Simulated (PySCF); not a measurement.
## Indirect couplings

Molfile (atoms numbered from 1):
```
C5H12O
     RDKit          3D

 18 17  0  0  0  0  0  0  0  0999 V2000
    2.7436    0.2034    0.4372 C   0  0  0  0  0  0  0  0  0  0  0  0
    1.4183    0.6394   -0.1670 C   0  0  0  0  0  0  0  0  0  0  0  0
    0.2535   -0.2633    0.2154 C   0  0  0  0  0  0  0  0  0  0  0  0
   -1.0754    0.1604   -0.3901 C   0  0  0  0  0  0  0  0  0  0  0  0
   -2.2392   -0.7333    0.0041 C   0  0  0  0  0  0  0  0  0  0  0  0
   -3.4454   -0.3752   -0.6139 O   0  0  0  0  0  0  0  0  0  0  0  0
    3.0141   -0.8150    0.1146 H   0  0  0  0  0  0  0  0  0  0  0  0
    2.6982    0.1976    1.5383 H   0  0  0  0  0  0  0  0  0  0  0  0
    3.5650    0.8742    0.1429 H   0  0  0  0  0  0  0  0  0  0  0  0
    1.1903    1.6744    0.1439 H   0  0  0  0  0  0  0  0  0  0  0  0
    1.5034    0.6711   -1.2676 H   0  0  0  0  0  0  0  0  0  0  0  0
    0.1643   -0.2944    1.3170 H   0  0  0  0  0  0  0  0  0  0  0  0
    0.4811   -1.3003   -0.0929 H   0  0  0  0  0  0  0  0  0  0  0  0
   -1.0087    0.1749   -1.4917 H   0  0  0  0  0  0  0  0  0  0  0  0
   -1.3030    1.2001   -0.0855 H   0  0  0  0  0  0  0  0  0  0  0  0
   -2.0293   -1.7708   -0.3055 H   0  0  0  0  0  0  0  0  0  0  0  0
   -2.3330   -0.7537    1.1104 H   0  0  0  0  0  0  0  0  0  0  0  0
   -3.6540    0.5274   -0.3519 H   0  0  0  0  0  0  0  0  0  0  0  0
  1  2  1  0
  2  3  1  0
  3  4  1  0
  4  5  1  0
  5  6  1  0
  1  7  1  0
  1  8  1  0
  1  9  1  0
  2 10  1  0
  2 11  1  0
  3 12  1  0
  3 13  1  0
  4 14  1  0
  4 15  1  0
  5 16  1  0
  5 17  1  0
  6 18  1  0
M  END
```

Indirect spin–spin couplings were computed at B3LYP/pcJ-1 (without the spin–dipole term) (PySCF 2.14.0 with density-fitted response routines) on a PBE0-D3(BJ)/def2-SVP structure, for the isolated molecule, without vibrational or relativistic corrections. Couplings are averaged over pairs made equivalent by symmetry, fast rotation or ring inversion, so a value needn't be that of the named pair in this geometry, while other rotamers aren't included; one pair stands for each set, and the list holds a selection of those of at least 1.5 Hz over up to four bonds, among pairs with at least one C or H atom (others weren't computed).

Isotopes: ¹³C, ¹H, ¹⁷O. Couplings to quadrupolar nuclei such as 17O and 33S are rarely resolved in practice.

| pair | bonds | J (Hz) |
| --- | --- | --- |
| C1, C2 | 1 | 37.2 |
| C1, H7 | 1 | ? |
| C2, C3 | 1 | ? |
| C2, H10 | 1 | 130.0 |
| C3, C4 | 1 | 36.4 |
| C3, H12 | 1 | 128.3 |
| C4, C5 | 1 | 37.5 |
| C4, H14 | 1 | 129.6 |
| C5, O6 | 1 | 20.3 |
| C5, H16 | 1 | 143.3 |
| O6, H18 | 1 | ? |
| C1, H10 | 2 | ? |
| C2, H12 | 2 | -3.8 |
| C3, H14 | 2 | -3.9 |
| C4, H12 | 2 | ? |
| C5, H14 | 2 | ? |
| C5, H18 | 2 | -3.0 |
| O6, H16 | 2 | -9.1 |
| H7, H8 | 2 | -14.0 |
| C1, C4 | 3 | 5.5 |
| C1, H12 | 3 | 2.7 |
| C2, C5 | 3 | 6.8 |
| C3, H7 | 3 | 6.1 |
| C4, H10 | 3 | 2.4 |
| H7, H10 | 3 | ? |
| H12, H14 | 3 | ? |

Estimate the withheld couplings, with signs.

## Answers


- ¹J(C1,H7) = 131.5 Hz (bond length 1.102 Å, sp3 carbon)
- ¹J(C2,C3) = 37.1 Hz (bond length 1.522 Å)
- ¹J(O6,H18) = -70.4 Hz (bond length 0.963 Å)
- ²J(C1,H10) = -3.4 Hz (angle at C2 110°)
- ²J(C4,H12) = -3.4 Hz (angle at C3 110°)
- ²J(C5,H14) = -5.4 Hz (angle at C4 108°)
- ³J(H7,H10) = 8.2 Hz (mean over equivalent pairs that range from 3.7 to 16.6 Hz in this conformer)
- ³J(H12,H14) = 15.0 Hz (dihedral angle 179°)
